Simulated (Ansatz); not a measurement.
**How the Voigt–Reuss–Hill bulk modulus of hcp Tl moves with the method**

No measured value is used here.

```csv
level (code),value (GPa),cell (Å³/atom)
LDA (Ansatz),42.6,27.29
PBE (Ansatz),[?],31.43
r²SCAN (Ansatz),31.4,30.14
```

Fill in the missing entries.


- PBE (Ansatz, a quantum-chemistry and plane-wave program), value (GPa): 26.2

Density-functional levels without +SOC have no spin–orbit coupling. Each level is taken at its own relaxed cell. Cutoffs differ between the levels. Ansatz's density-functional and Hartree–Fock values are scalar-relativistic unless marked +SOC, with PAW data made under PBE.
